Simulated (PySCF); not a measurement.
**Spin-Hamiltonian simulation**

Molecule: 1,2-difluoroethane (FCCF, C$_{2}$H$_{4}$F$_{2}$).

Geometry:
| atom | x (Å) | y (Å) | z (Å) |
| --- | --- | --- | --- |
| F1 | 0.950 | 1.259 | 0.773 |
| C2 | 0.744 | 0.064 | 0.117 |
| C3 | -0.717 | -0.171 | -0.114 |
| F4 | -1.210 | 0.699 | -1.062 |
| H5 | 1.150 | -0.743 | 0.736 |
| H6 | 1.282 | 0.100 | -0.834 |
| H7 | -1.281 | -0.022 | 0.812 |
| H8 | -0.869 | -1.195 | -0.472 |

Theoretical values (PySCF 2.14.0 with density-fitted response routines): J: B3LYP/pcJ-2, coordinates at the PBE0-D3(BJ)/def2-TZVP level, NMR shieldings at PBE0/pcSseg-2/GIAO. Non-relativistic Hamiltonian, no solvent, one conformer, one averaged value for each set of equivalent atoms.

Chemical shifts δ = σref − σ; 1H vs TMS, all at this level.

Shifts (ppm): F1/F4 -245.6, H5/H6/H7/H8 4.59.
Couplings (Hz): F1–F4: -8.3; F1–H5, F1–H6, F4–H7, F4–H8: 55.9; F1–H7, F1–H8, F4–H5, F4–H6: 32.5; H5–H6, H7–H8: -12.3; H5–H7, H5–H8, H6–H7, H6–H8: 4.8.

The 6-spin Hamiltonian (Zeeman plus full scalar coupling among like nuclei) was diagonalised exactly; lines are Lorentzian, 1.0 Hz wide, and the maxima above 3 % are listed with the tallest set to 100.

**Question.** Give the 1H peak list of this spin system at 90 MHz.

**Answer.** 
δ in ppm (height): 5.081 (100), 4.788 (9), 4.774 (11), 4.764 (8), 4.751 (7), 4.719 (11), 4.714 (11), 4.680 (32), 4.655 (22), 4.525 (22), 4.500 (32), 4.466 (11), 4.461 (11), 4.429 (7), 4.416 (8), 4.406 (11), 4.392 (9), 4.099 (100)

**Question.** And at 800 MHz?

**Answer.** 
δ in ppm (height): 4.645 (100), 4.612 (9), 4.611 (11), 4.610 (8), 4.608 (7), 4.605 (11), 4.604 (11), 4.600 (32), 4.597 (22), 4.583 (22), 4.580 (32), 4.576 (11), 4.575 (11), 4.572 (7), 4.570 (8), 4.569 (11), 4.568 (9), 4.535 (100)

Chain 3J(H,H) values assume equally populated staggered rotamers: (2 J gauche + J anti)/3. Only one conformer was computed, so three-bond couplings in flexible chains and rings are approximate.
